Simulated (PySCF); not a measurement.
# AlO (SMILES [O]=[Al]): UBHLYP/def2-TZVPPD

What is the vertical ionisation energy of AlO at UBHLYP/def2-TZVPPD? 

The calculation is run with PySCF 2.14.0.

2 further runs of the same task are left out: 2 set aside as unsound or not needed.

## 1. The system as given

AlO: 2 atoms, total charge 0, spin state doublet. As SMILES, `[O]=[Al]`. Geometry: relaxed at PBE0-D4/def2-TZVP.

Bond lengths: O1–Al2 1.620 Å.

## 2. The energy at UBHLYP/def2-TZVPPD

File run.py:

```python
from pyscf import gto, dft

molecule = gto.Mole()
molecule.atom = '''
O      0.000000     0.000000    -0.047092
Al     0.000000     0.000000     3.014056
'''
molecule.spin = 1
molecule.verbose = 4
molecule.basis = 'def2-tzvppd'
molecule.unit = 'bohr'
molecule.charge = 0
molecule.max_memory = 1860
molecule.build()

mf = dft.UKS(molecule, xc='bhandhlyp')
mf.grids.level = 5
mf.conv_tol = 1e-10
mf.kernel()
if not mf.converged:
    mf = mf.newton().run(mf.mo_coeff, mf.mo_occ)

energy = mf.e_tot
print('E = %.10f Eh' % energy)
```

The run is started by

```bash
$ OMP_NUM_THREADS=1 python run.py
```

The program printed:

```text
PySCF version 2.14.0

[INPUT] num. atoms = 2
[INPUT] num. electrons = 21
[INPUT] charge = 0
[INPUT] spin (= nelec alpha-beta = 2S) = 1
[INPUT] symmetry False subgroup None
[INPUT] Mole.unit = bohr
[INPUT] Symbol           X                Y                Z      unit          X                Y                Z       unit  Magmom
[INPUT]  1 O      0.000000000000   0.000000000000  -0.024920013217 AA    0.000000000000   0.000000000000  -0.047092000000 Bohr   0.0
[INPUT]  2 Al     0.000000000000   0.000000000000   1.594969747637 AA    0.000000000000   0.000000000000   3.014056000000 Bohr   0.0

nuclear repulsion = 33.9741822349001
number of shells = 30
number of NR pGTOs = 124
number of NR cGTOs = 88
basis = def2-tzvppd
ecp = {}

******** <class 'pyscf.dft.uks.UKS'> ********
method = UKS
initial guess = minao
damping factor = 0
level_shift factor = 0
DIIS = <class 'pyscf.scf.diis.CDIIS'>
diis_start_cycle = 1
diis_space = 8
diis_damp = 0
SCF conv_tol = 1e-10
SCF conv_tol_grad = None
SCF max_cycles = 50
direct_scf = True
direct_scf_tol = 1e-13
number electrons alpha = 11  beta = 10
XC library pyscf.dft.libxc version 7.0.0
    S. Lehtola, C. Steigemann, M. J.T. Oliveira, and M. A.L. Marques.,  SoftwareX 7, 1–5 (2018)
XC functionals = bhandhlyp
    Defined through Gaussian implementation.
radial grids:
    Treutler-Ahlrichs [JCP 102, 346 (1995); DOI:10.1063/1.469408] (M4) radial grids
[... 13 lines left out ...]
WARN: HOMO -0.248686162751859 >= LUMO -0.248686162751881
[... 62 lines left out ...]
converged SCF energy = -317.611154317634  <S^2> = 0.77222901  2S+1 = 2.0221068
E = -317.6111543176 Eh
```

Run time: 11 s. Hardware: 1 thread of Arm Neoverse V2, shared host; peak memory 0.41 GiB.

## 3. The singlet cation, same level

File run.py:

```python
from pyscf import gto, dft

mol = gto.M(
    atom='O 0.000000 -0.000000 -0.024920; Al -0.000000 0.000000 1.594970',
    basis='def2-tzvppd',
    verbose=4,
    charge=1,
    max_memory=1860,
)

calc0 = dft.RKS(mol, xc='bhandhlyp')
calc0.grids.level = 5
calc0.conv_tol = 1e-10
calc0.kernel()
if not calc0.converged:
    calc0 = calc0.newton().run(calc0.mo_coeff, calc0.mo_occ)

etot = calc0.e_tot
print('Final energy', etot)
```

The run is started by

```bash
$ OMP_NUM_THREADS=1 python run.py
```

The program printed:

```text
PySCF version 2.14.0

[INPUT] num. atoms = 2
[INPUT] num. electrons = 20
[INPUT] charge = 1
[INPUT] spin (= nelec alpha-beta = 2S) = 0
[INPUT] symmetry False subgroup None
[INPUT] Mole.unit = angstrom
[INPUT] Symbol           X                Y                Z      unit          X                Y                Z       unit  Magmom
[INPUT]  1 O      0.000000000000   0.000000000000  -0.024920000000 AA    0.000000000000   0.000000000000  -0.047091975024 Bohr   0.0
[INPUT]  2 Al     0.000000000000   0.000000000000   1.594970000000 AA    0.000000000000   0.000000000000   3.014056476898 Bohr   0.0

nuclear repulsion = 33.9741772192433
number of shells = 30
number of NR pGTOs = 124
number of NR cGTOs = 88
basis = def2-tzvppd
ecp = {}

******** <class 'pyscf.dft.rks.RKS'> ********
method = RKS
initial guess = minao
damping factor = 0
level_shift factor = 0
DIIS = <class 'pyscf.scf.diis.CDIIS'>
diis_start_cycle = 1
diis_space = 8
diis_damp = 0
SCF conv_tol = 1e-10
SCF conv_tol_grad = None
SCF max_cycles = 50
direct_scf = True
direct_scf_tol = 1e-13
XC library pyscf.dft.libxc version 7.0.0
    S. Lehtola, C. Steigemann, M. J.T. Oliveira, and M. A.L. Marques.,  SoftwareX 7, 1–5 (2018)
XC functionals = bhandhlyp
    Defined through Gaussian implementation.
radial grids:
    Treutler-Ahlrichs [JCP 102, 346 (1995); DOI:10.1063/1.469408] (M4) radial grids

becke partition: Becke, JCP 88, 2547 (1988); DOI:10.1063/1.454033
pruning grids: <function nwchem_prune>
grids dens level: 5
symmetrized grids: False
atomic radii adjust function: <function treutler_atomic_radii_adjust>
small_rho_cutoff = 0
Set gradient conv threshold to 1e-05
Initial guess from minao.
tot grids = 86032
init E= -317.519670424897
  HOMO = -0.47131060144295  LUMO = -0.248686170985188  gap/eV = 6.05792
cycle= 1 E= -316.928359000287  delta_E= 0.591  |g|= 1.05  |ddm|=  1.8
  HOMO = -0.393189024273332  LUMO = -0.316253694173461  gap/eV = 2.09352
cycle= 2 E= -312.154908328669  delta_E= 4.77  |g|= 3.61  |ddm|= 3.12
  HOMO = -0.600617307588952  LUMO = -0.459064810003809  gap/eV = 3.85184
cycle= 3 E= -317.21448353699  delta_E= -5.06  |g|= 0.147  |ddm|= 2.61
  HOMO = -0.595513390232093  LUMO = -0.44908956691075  gap/eV = 3.98440
cycle= 4 E= -317.22257769457  delta_E= -0.00809  |g|= 0.113  |ddm|= 0.348
  HOMO = -0.61092765460378  LUMO = -0.443547341988854  gap/eV = 4.55465
cycle= 5 E= -317.223660427921  delta_E= -0.00108  |g|= 0.103  |ddm|= 0.0886
  HOMO = -0.61836714727293  LUMO = -0.440859901340914  gap/eV = 4.83022
cycle= 6 E= -317.225166979076  delta_E= -0.00151  |g|= 0.0698  |ddm|= 0.0349
  HOMO = -0.629911566237836  LUMO = -0.43898235480939  gap/eV = 5.19545
cycle= 7 E= -317.226314946611  delta_E= -0.00115  |g|= 0.00436  |ddm|= 0.0424
  HOMO = -0.629408606689007  LUMO = -0.438259057779234  gap/eV = 5.20144
cycle= 8 E= -317.226318970213  delta_E= -4.02e-06  |g|= 0.00283  |ddm|= 0.00976
  HOMO = -0.628867607801573  LUMO = -0.438263862895518  gap/eV = 5.18659
cycle= 9 E= -317.226321012791  delta_E= -2.04e-06  |g|= 0.000192  |ddm|= 0.00204
  HOMO = -0.628835771778164  LUMO = -0.438282621695826  gap/eV = 5.18522
cycle= 10 E= -317.226321020556  delta_E= -7.77e-09  |g|= 7.72e-05  |ddm|= 0.000184
  HOMO = -0.628843914204072  LUMO = -0.438282061456718  gap/eV = 5.18545
cycle= 11 E= -317.226321021951  delta_E= -1.4e-09  |g|= 2.69e-06  |ddm|= 5.76e-05
  HOMO = -0.628843461810669  LUMO = -0.438282244295344  gap/eV = 5.18543
cycle= 12 E= -317.226321021953  delta_E= -2.16e-12  |g|= 3.08e-07  |ddm|= 5.65e-06
  HOMO = -0.628843591777629  LUMO = -0.438282257248638  gap/eV = 5.18544
Extra cycle  E= -317.226321021953  delta_E= 2.84e-13  |g|= 4.75e-07  |ddm|= 6.23e-07
converged SCF energy = -317.226321021953
Final energy -317.22632102195297
```

Run time: 5.4 s. Hardware: 1 thread of Arm Neoverse V2, shared host; peak memory 0.4 GiB.

## 4. Outcome

Level: UBHLYP/def2-TZVPPD.

| quantity | value |
| --- | --- |
| doublet AlO: total energy | -317.61115 Eh |
| doublet AlO: dipole moment | 4.22 D |
| doublet AlO: HOMO energy (highest over α and β) | -8.72 eV |
| doublet AlO: LUMO energy (lowest over α and β) | -3.39 eV |
| doublet AlO: ⟨S²⟩ | 0.772 |
| singlet cation: total energy | -317.22632 Eh |
| singlet cation: HOMO energy | -17.11 eV |
| singlet cation: LUMO energy | -11.93 eV |
| singlet cation: HOMO–LUMO gap | 5.19 eV |
| vertical ionisation energy (to the singlet cation) | 10.472 eV |

In words: Removing an electron at fixed nuclei costs 10.47 eV (1010 kJ/mol). Only the singlet of the ionised species was computed; a triplet could lie lower.
